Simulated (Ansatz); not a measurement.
**Tetramethylammonium (C₄H₁₂N+): small, medium and large basis sets**

An exercise on one series of results from a longer session: the logs are not shown, and one member is left open.

Program: Ansatz 0.2.0, Gaussian basis. Level of theory: one geometry, several basis sets. These are calculated values, not measurements.

The runs, in order: PBE0-D4/def2-SVP; ωB97M-V/def2-SVP; PBE0-D4/def2-QZVPP; ωB97M-V/def2-QZVPP; the functionals' def2-TZVPP values are taken from earlier runs.

## Structure used throughout

An earlier PBE0-D4 in a triple-zeta def2 set relaxation fixed the geometry.

17 atoms, charge 1, spin multiplicity 1.

Atoms are counted from 1 here; the program's logs count them from 0.

Bond lengths: C1–N2 1.490 Å, C1–H6 1.089 Å, C1–H7 1.089 Å, C1–H8 1.089 Å, N2–C3 1.490 Å, N2–C4 1.490 Å, N2–C5 1.490 Å, C3–H9 1.089 Å, C3–H10 1.089 Å, C3–H11 1.089 Å, C4–H12 1.089 Å, C4–H13 1.089 Å, C4–H14 1.089 Å, C5–H15 1.089 Å, C5–H16 1.089 Å, C5–H17 1.089 Å. Angles: N2–C1–H6 108.9°, N2–C1–H7 108.9°, N2–C1–H8 108.9°, H6–C1–H7 110.0°, H6–C1–H8 110.0°, H7–C1–H8 110.0°, C1–N2–C3 109.5°, C1–N2–C4 109.5°, C1–N2–C5 109.5°, C3–N2–C4 109.5°, C3–N2–C5 109.5°, C4–N2–C5 109.5°, N2–C3–H9 108.9°, N2–C3–H10 108.9°, N2–C3–H11 108.9°, H9–C3–H10 110.0°, H9–C3–H11 110.0°, H10–C3–H11 110.0° and more.

Set-up of the first run:

in.yaml reads:

```yaml
crystal:
  periodic: [false, false, false]
  atoms:
    - {symbol: C, position_ang: [-0.234035, 0.553805, -1.362793]}
    - {symbol: N, position_ang: [-0.000003, -0.000001, 0.000005]}
    - {symbol: C, position_ang: [1.350265, 0.409547, 0.477226]}
    - {symbol: C, position_ang: [-0.079923, -1.486623, -0.047724]}
    - {symbol: C, position_ang: [-1.036298, 0.523269, 0.933283]}
    - {symbol: H, position_ang: [-0.171604, 1.639742, -1.318180]}
    - {symbol: H, position_ang: [0.526329, 0.164377, -2.037582]}
    - {symbol: H, position_ang: [-1.223276, 0.251169, -1.701854]}
    - {symbol: H, position_ang: [1.512746, -0.001225, 1.472223]}
    - {symbol: H, position_ang: [1.398285, 1.496619, 0.510599]}
    - {symbol: H, position_ang: [2.100101, 0.024529, -0.211732]}
    - {symbol: H, position_ang: [0.090441, -1.881700, 0.952293]}
    - {symbol: H, position_ang: [0.681772, -1.859496, -0.730318]}
    - {symbol: H, position_ang: [-1.068843, -1.775987, -0.399086]}
    - {symbol: H, position_ang: [-0.856093, 0.114614, 1.926095]}
    - {symbol: H, position_ang: [-2.018699, 0.217720, 0.577376]}
    - {symbol: H, position_ang: [-0.971143, 1.609630, 0.960168]}
basis:
  gaussian: {orbitals: def2-SVP}
total_charge: 1
hamiltonian: {xc: pbe0, dispersion: d4}
output: {orbitals: {seedname: orbitals}}
```

Launch:

```bash
ansatz run in.yaml --threads 4 --pin off --events-out ev --progress --plain --max-ram 11315MiB
```

Steps of the session up to this table: PBE0-D4 in def2-SVP; ωB97M-V in def2-SVP; PBE0-D4 in def2-QZVPP; ωB97M-V in def2-QZVPP.

One of the session's tables, all rows but one given; the rest of the session is left out.

It belongs to the step «Functionals by basis». 

| functional | basis | HOMO (eV) | LUMO (eV) |
| --- | --- | --- | --- |
| PBE0-D4 | def2-SVP | -16.09 | -3.62 |
| PBE0-D4 | def2-TZVPP | -16.04 | -3.91 |
| PBE0-D4 | def2-QZVPP | -16.03 | -4.04 |
| ωB97M-V | def2-SVP | -18.47 | -1.90 |
| ωB97M-V | def2-TZVPP | -18.42 | -2.33 |
| ωB97M-V | def2-QZVPP | ? | ? |

Q: Estimate the row for ωB97M-V, def2-QZVPP from the others.

The run gave: HOMO (eV): -18.42; LUMO (eV): -2.69.
